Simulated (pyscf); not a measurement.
Structures and frequencies: ωB97X-D3(BJ)/def2-SVP in PySCF.

**Question.** For O=Cr(=O)(OH)–F + HF → O=Cr(=O)(F)–F + H₂O, a four-centre exchange (singlet surface; Cr–O, F–H broken, Cr–F, H–O formed), PBE/def2-TZVP gives ΔE‡ = 7.2 kcal/mol and ΔE = -3.0 kcal/mol (zero: the separated reactants). In which direction and how far do B3LYP-D3(BJ)/def2-TZVP, M06-2X/def2-TZVP, ωB97M-D3(BJ)/def2-TZVP move these?

**Answer.** B3LYP-D3(BJ): ΔE‡ = 10.2 kcal/mol, ΔE = -1.9 kcal/mol; M06-2X: ΔE‡ = 9.9 kcal/mol, ΔE = -0.3 kcal/mol; ωB97M-D3(BJ): ΔE‡ = 10.4 kcal/mol, ΔE = -2.2 kcal/mol. PBE's barrier lies under all of them, by 2.7 to 3.2 kcal/mol. Its reaction energy lies under all of them, by 0.8 to 2.7 kcal/mol. On the product side the descent ends in a complex, 4.6 kcal/mol under the separated species and 16.9 kcal/mol under the saddle at ωB97X-D3(BJ)/def2-TZVP. This is the saddle that the search found; another between the same sides may lie lower.
